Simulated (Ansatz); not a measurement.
C5H8 (`C=CCC=C`). Total charge 0; spin multiplicity 1. The structure was optimised at the PBE0-D4/def2-TZVP level. It is one conformer, not always the lowest.

```xyz
13

C    -0.575   -0.739    2.055
C    -0.698   -0.855    0.742
C     0.391   -0.576   -0.246
C     0.002    0.470   -1.244
C     0.661    1.600   -1.451
H     0.359   -0.423    2.511
H    -1.400   -0.955    2.724
H    -1.653   -1.168    0.323
H     0.618   -1.506   -0.787
H     1.305   -0.277    0.275
H    -0.897    0.264   -1.824
H     1.556    1.844   -0.888
H     0.331    2.322   -2.189
```

Question: What is the dipole moment at B3LYP/def2-TZVPP? (An estimate is asked.)

Answer: The calculation gave: 0.31 D, with components (0.01, -0.26, -0.17) D in this frame, pointing from negative to positive charge.

Question: And with PBE, r2SCAN, ωB97M-V? (Best estimate.)

Answer: The calculation gave: PBE 0.32 D, r2SCAN 0.32 D, ωB97M-V 0.29 D.

Question: Give the Mulliken charges with B3LYP, ωB97M-V, PBE in def2-TZVPP. (An estimate is asked.)

Answer: Computed: 
```csv
atom,B3LYP,ωB97M-V,PBE
C1,-0.23,-0.22,-0.21
C2,-0.11,-0.11,-0.11
C3,0.00,-0.08,0.02
C4,-0.11,-0.11,-0.11
C5,-0.23,-0.22,-0.21
H6,0.08,0.08,0.07
H7,0.10,0.10,0.09
H8,0.10,0.10,0.08
H9,0.07,0.10,0.07
H10,0.05,0.06,0.04
H11,0.10,0.10,0.08
H12,0.08,0.08,0.07
H13,0.10,0.10,0.09
```

B3LYP here is the variant with VWN-RPA as its local correlation; programs differ in this.
